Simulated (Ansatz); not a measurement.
I need a rigid torsion scan of C2H3NS, SMILES SC1=NC1. Use Ansatz 0.2.0 through its Python package. Level of theory (for the species named): Hartree-Fock, def2-SVP basis, multiplicity 1.

```yaml
atoms:
  - { symbol: S, position_ang: [-1.4891, -0.7210, -1.0233] }
  - { symbol: C, position_ang: [-0.2220, -0.5843, -0.0543] }
  - { symbol: N, position_ang: [0.5463, -1.2310, 0.6609] }
  - { symbol: C, position_ang: [0.7758, 0.3407, 0.4664] }
  - { symbol: H, position_ang: [-1.6208, 0.6157, -1.3648] }
  - { symbol: H, position_ang: [0.4681, 0.9020, 1.3631] }
  - { symbol: H, position_ang: [1.6029, 0.6099, -0.0936] }
```

`c2h3ns.py`
```python
import ansatz as az
from ase import Atoms


def main() -> None:
    atoms = Atoms(["S", "C", "N", "C", "H", "H", "H"], positions=[
        [-1.4891, -0.721, -1.0233],
        [-0.222, -0.5843, -0.0543],
        [0.5463, -1.231, 0.6609],
        [0.7758, 0.3407, 0.4664],
        [-1.6208, 0.6157, -1.3648],
        [0.4681, 0.902, 1.3631],
        [1.6029, 0.6099, -0.0936],
    ])

    first = az.Crystal.molecule_from_ase(atoms).calculation()
    first = first.basis(gaussian="def2-SVP")
    first = first.functional("hf").relax(force_tolerance=0.02, max_steps=80)
    atoms.positions = first.run(threads=1, pin="off").report["positions_ang"]

    start = atoms.get_dihedral(2, 1, 0, 4)
    energies = {}
    for turn in range(0, 360, 40):
        turned = atoms.copy()
        turned.set_dihedral(2, 1, 0, 4, start + turn, indices=[0, 4])
        calculation = az.Crystal.molecule_from_ase(turned).calculation()
        calculation = calculation.basis(gaussian="def2-SVP")
        calculation = calculation.functional("hf")
        energies[round((start + turn) % 360)] = calculation.run(threads=1, pin="off").report["free_energy_ev"]
    floor = min(energies.values())
    print("dihedral N2-C1-S0-H4 (deg)   E - E(min) (kJ/mol)")
    for angle, e in sorted(energies.items()):
        print(f"{angle:8d} {96.485332 * (e - floor):14.3f}  " + "#" * int(30 * (e - floor) / max(max(energies.values()) - floor, 1e-9)))


if __name__ == "__main__":
    main()
```

```console
$ python c2h3ns.py
dihedral N2-C1-S0-H4 (deg)   E - E(min) (kJ/mol)
      20          0.669
      60         19.606  ########################
     100         23.788  #############################
     140          8.832  ###########
     180          0.000
     220          9.043  ###########
     260         23.888  ##############################
     300         19.314  ########################
     340          0.439
```

The scan is rigid and the energies are electronic, in a modest basis. With rigid groups the curve can differ much from the relaxed path, the start wasn't checked as a minimum of this torsion, and equivalent turns needn't return to the same energy. Timing: 14 s on 1 thread of Arm Neoverse V1, on a shared host, peak memory 0.21 GiB.
